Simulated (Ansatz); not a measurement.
**AlNH₃ (quartet): from Hartree-Fock to the top rungs at distance Al1–H4 along a hydrogen transfer = 2.242 Å, cc-pVDZ**

How much of the correlation energy of AlNH₃ (quartet) does each wave-function method recover here?

Program: Ansatz 0.2.0, Gaussian basis. Level of theory: cc-pVDZ, correlated electrons: outside noble gas. These are calculated values, not measurements.

To be run: UHF; CCSD(T) on ROHF; CCSD(T) on UHF; BCCD(T) on ROHF; CISD; CCSDT(Q) on ROHF; CCSDT(Q) on UHF; CASSCF and MRCISD+Q, 5 electrons in 5 orbitals; CASSCF and NEVPT2, 5 electrons in 5 orbitals.

**1. The geometry**

The geometry derives from fragments relaxed apart (PBE0/def2-TZVP) and kept rigid, so it is no stationary point. A hydrogen atom is moved between rigid fragments.

5 atoms, charge 0, spin multiplicity 4.

Atoms are counted from 1 here; the program's logs count them from 0.

Bond lengths: Al1–H2 1.586 Å, Al1–H3 1.586 Å, H4–N5 1.149 Å. Angles: H2–Al1–H3 120.0°.

In the tables R marks a restricted open-shell determinant and U an unrestricted one; 'pair' is the active space of 5 electrons in 5 orbitals; correlation energies count from the lowest restricted Hartree-Fock solution.

**2. UHF**

The input, in.yaml:

```yaml
crystal:
  periodic: [false, false, false]
  atoms:
    - {symbol: Al, position_ang: [-1.094202, 0.000000, 0.000000]}
    - {symbol: H, position_ang: [-1.887126, 1.373384, 0.000000]}
    - {symbol: H, position_ang: [-1.887126, -1.373384, 0.000000]}
    - {symbol: H, position_ang: [1.147798, 0.000000, 0.000000]}
    - {symbol: N, position_ang: [2.296798, 0.000000, 0.000000]}
basis:
  gaussian: {orbitals: cc-pVDZ}
magnetization: {spin_polarized: true, initial_magnetization: 3}
hamiltonian: {xc: hf}
output: {orbitals: {seedname: orbitals}}
```

Started as:

```sh
$ ansatz run in.yaml --threads 1 --pin off --events-out ev --progress --plain --max-ram 2393MiB
```

After this run come: CCSD(T) on ROHF; CCSD(T) on UHF; BCCD(T) on ROHF; CISD; CCSDT(Q) on ROHF; CCSDT(Q) on UHF; CASSCF and MRCISD+Q, 5 electrons in 5 orbitals; CASSCF and NEVPT2, 5 electrons in 5 orbitals.

Q: Predict the results of all the runs planned. Wanted: correlation energy, UCCSDT(Q); RMP2 from UCCSDT(Q); UMP2 from UCCSDT(Q); RCCSD from UCCSDT(Q); RCCSD(T) from UCCSDT(Q); UCCSD(T) from UCCSDT(Q); RCCSDT(Q) from UCCSDT(Q); NEVPT2 pair from UCCSDT(Q); MRCISD+Q pair from UCCSDT(Q).

**Answer**, as computed:

| quantity | value |
| --- | --- |
| correlation energy, UCCSDT(Q) | -6.0152 eV |
| RMP2 from UCCSDT(Q) | +1217.7 meV |
| UMP2 from UCCSDT(Q) | +1218.2 meV |
| RCCSD from UCCSDT(Q) | +125.0 meV |
| RCCSD(T) from UCCSDT(Q) | +30.5 meV |
| UCCSD(T) from UCCSDT(Q) | +28.9 meV |
| RCCSDT(Q) from UCCSDT(Q) | +1.6 meV |
| NEVPT2 pair from UCCSDT(Q) | +1121.4 meV |
| MRCISD+Q pair from UCCSDT(Q) | +20.8 meV |
| levels of the table within 1 kcal/mol (43 meV) | RCCSD(T), UCCSD(T), BCCD(T), RCCSDT, UCCSDT, RCCSDT(Q), MRCISD+Q pair |
| T1 diagnostic | 0.024 |

**Reading.** RCCSD(T) misses by +30.5 meV, 0.5 % of the correlation energy. Of the multireference levels listed MRCISD+Q pair comes nearest in total energy (+20.8 meV), which doesn't show that its space is the better one. These misses are within one basis, not against nature; the frozen cores of restricted and unrestricted runs differ, which can shift their rows.
